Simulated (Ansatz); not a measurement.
`NC(O)(F)CO` at its PBE0-D4/def2-TZVP geometry, where that method's forces vanish. Charge 0, multiplicity 1.

```xyz
12

N    -1.2563   -0.3288    0.7543
C    -0.4576    0.0045   -0.3851
O    -0.1349   -1.1396   -1.0757
F    -1.2319    0.8347   -1.1735
C     0.8465    0.7391   -0.1063
O     1.6611   -0.0107    0.7586
H    -0.6490   -0.6688    1.4922
H    -1.7385    0.4943    1.0926
H    -0.8876   -1.7365   -0.9847
H     0.6227    1.6840    0.3907
H     1.3390    0.9535   -1.0619
H     1.8864   -0.8257    0.2986
```

Q: What forces (eV/Å) does PBE-D4/def2-TZVPP give on these atoms in the Gaussian-basis code of Ansatz? (An estimate is asked.)

A: The calculation gave: 
```
N1  -0.312 -0.282  0.017
C2   0.175  0.002  0.290
O3   0.569 -0.288 -0.393
F4  -0.494  0.554 -0.485
C5  -0.045  0.145 -0.170
O6   0.275  0.114  0.615
H7   0.196 -0.113  0.267
H8  -0.168  0.277  0.142
H9  -0.366 -0.297  0.061
H10 -0.045  0.204  0.101
H11  0.110  0.075 -0.226
H12  0.105 -0.389 -0.220
```
